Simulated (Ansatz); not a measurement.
A made-up structure of Si2H5S (charge -1), closed shell:

```
atom    x (Å)    y (Å)    z (Å)
 Si1  -1.2729   1.1221  -0.5460
  S2   0.6876   0.0553  -1.0981
 Si3   0.7947  -0.8986   0.7568
  H4  -1.9875   0.7736  -1.8579
  H5  -0.8152   2.5024  -1.0344
  H6   2.0304  -1.7604   0.8041
  H7  -0.9628   0.1202   0.4114
  H8   0.9078   0.0251   1.9258
```

It is relaxed with PBE-D4/def2-SVPD and then PBE0-D4/def2-TZVPD (Ansatz 0.2.0). Atoms count as bonded within 1.22 times the sum of their covalent radii (H–H: 0.88 Å). The end point is not checked to be a true minimum.

Problem. Does its bonding change? (A judgement: the text doesn't fix the answer.)

Solution. By the calculation: No: no bond forms or breaks.

Where it ends: The first stage lowers the energy by 2.37 eV in 22 steps. It ends as Si₂H₅S ([SiH2][S][SiH3]), total charge -1:
Si1  (-1.120, 0.847, -0.827)
S2  (0.728, -0.103, -1.035)
Si3  (0.941, -0.404, 1.235)
H4  (-1.637, 1.237, -2.188)
H5  (-1.082, 2.116, -0.038)
H6  (1.365, -1.874, 1.133)
H7  (-2.191, 0.000, -0.221)
H8  (2.380, 0.121, 1.304)
(Å)

Labels in which every atom is bracketed show which atoms are joined, not bond orders.

For scale, one of the runs: PBE0-D4/def2-TZVPD relaxation, 177 basis functions, launched by `ansatz run in.yaml --threads 2 --pin off --events-out ev --progress --plain --max-ram 4352MiB`. Hardware: 2 CPU threads of an Intel Xeon 6975P-C, shared host. Wall time about 14 s.
